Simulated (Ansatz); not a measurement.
Rock-salt HfN: LDA at its full settings (plane-wave cutoff 520 eV, 22×22×22 k mesh, Fermi–Dirac smearing 0.05 eV, scalar-relativistic PAW data made under PBE) and at cheaper ones, in a cell of 2 atoms with Γ-centred meshes.

```json
[
 {"level and setting": "LDA (Ansatz)", "equilibrium lattice constant a (Å)": "4.468", "bulk modulus B0 (GPa)": "302"},
 {"level and setting": "LDA (2×2×2 k mesh) (Ansatz)", "equilibrium lattice constant a (Å)": "4.476", "bulk modulus B0 (GPa)": "316"},
 {"level and setting": "LDA (4×4×4 k mesh) (Ansatz)", "equilibrium lattice constant a (Å)": "4.470", "bulk modulus B0 (GPa)": "302"}
]
```

Largest shifts from the full settings: lattice constant a +0.18 % (LDA (2×2×2 k mesh)), against a difference of -1.24 % of the full result from the reference 4.524 Å (measured, room temperature, no zero-point or thermal correction; as tabulated in Seo, Lee, Wen, Petrov, Greene, Gall, J. Appl. Phys. 96, 878 (2004)); bulk modulus +4.6 % (LDA (2×2×2 k mesh)), against a difference of +16.2 % of the full result from the reference 260 GPa (measured, room temperature, no zero-point or thermal correction, sources range from 260 to 306; as tabulated in Synthesis of Binary Transition Metal Nitrides, Carbides and Borides from the …).

Ansatz's density-functional and Hartree–Fock values are scalar-relativistic unless marked +SOC, with PAW data made under PBE.

Run with cheap settings on purpose, which may leave them unconverged: LDA (2×2×2 k mesh), LDA (4×4×4 k mesh).

Ansatz is a quantum-chemistry and plane-wave program.
